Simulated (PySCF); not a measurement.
# Mayer bond orders and bond lengths

Compound: propionyl chloride, C3H5ClO.
SMILES with atom numbers: `[CH3:1][CH2:2][C:3](=[O:4])[Cl:5]` (hydrogens: H6, H7, H8 on C1; H9, H10 on C2)

Cartesian coordinates in Å at the PBE0-D3(BJ)/def2-TZVP level; atoms count from 1:
```
atom  x, y, z in Å
C1    -1.1596   -0.4033   -0.1368
C2     0.0574    0.4972   -0.1869
C3     1.2815   -0.1475    0.3849
O4     1.3725   -1.2138    0.8808
Cl5    2.7201    0.9163    0.2522
H6    -2.0296    0.1208   -0.5349
H7    -1.3798   -0.7087    0.8866
H8    -1.0039   -1.3081   -0.7255
H9    -0.0956    1.4274    0.3699
H10    0.3032    0.8091   -1.2063
```

Bond orders from the PBE0/pcSseg-2 density (PySCF). The structure is a single PBE0-D3(BJ)/def2-TZVP conformer in the gas phase; no vibrational or solvent corrections.

(1) How far do the computed orders between heavy atoms stray from the drawn ones?

(2) Set the Mayer orders of the bonds beside their lengths.

Results:

(1) The largest departure is 0.076, at C3–O4 (drawn double, 2.076).

(2) 
```
  bond  drawn as  length (Å)  Mayer order
 C1–C2    single       1.515        0.981
 C2–C3    single       1.497        0.955
 C3–O4    double       1.179        2.076
C3–Cl5    single       1.794        1.001
 C1–H6    single       1.091        0.996
 C1–H7    single       1.090        0.996
 C1–H8    single       1.091        0.998
 C2–H9    single       1.095        0.967
C2–H10    single       1.094        0.972
```

Bonds between the same two heavy elements. C–C: lowest C2–C3 (0.955, 1.497 Å), highest C1–C2 (0.981, 1.515 Å); in 1 of the 1 pairs the longer bond (by over 0.003 Å) has the higher order (by 0.02 or more).

Problem. Sum the orders of all bonds at each heavy atom with more than one neighbour and set the sums beside the valence in the SMILES.

Solution. C1 3.971 (drawn 4), C2 3.875 (drawn 4), C3 4.032 (drawn 4). Orders between atoms that aren't bonded are not in these sums.

Mayer orders depend on the basis set.

The run behind these numbers computed NMR shieldings as well. Hardware: one thread of an Arm Neoverse V1, no GPU, shared host with 32 logical CPUs at a one-minute load of 8.9. Cost: 30 s wall (with the writing of density and orbital grids), 0.85 GiB resident at most.
